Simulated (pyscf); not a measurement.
PySCF, gas phase, ωB97X-D3(BJ)/def2-SVP geometries.

Problem. Estimate by transition-state theory the rate constant of H₃C–SH (SMILES CS) + H• (SMILES [H]) -> H₃C–S• (SMILES C[S]) + H₂ (SMILES [H][H]) (doublet surface; H–S broken, H–H formed) at 298 K, with ωB97M-D3(BJ)/def2-TZVP energies (ideal gas, 1 atm, RRHO with modes under 100 cm⁻¹ raised to 100, one conformer, R ln 2 for chiral ones without a mode under 150 cm⁻¹; no tunnelling).

Solution. The electronic barrier is 3.3 kcal/mol and the thermal terms add +4.7, so ΔG‡ = 8.0 kcal/mol. With k_BT/h = 6.21e+12 s⁻¹ and RT = 0.592 kcal/mol, and a volume of 4.06e-20 cm³ per molecule at 1 atm, k = 3.6e-13 cm³ molecule⁻¹ s⁻¹. Wigner's tunnelling factor for 860i cm⁻¹ would be 1.72, likely too low at so high a frequency. A shift of 1 kcal/mol in the barrier changes k by a factor 5.4. One saddle was located; it need not be the lowest between these sides. The angle at the transferred H is 170°.
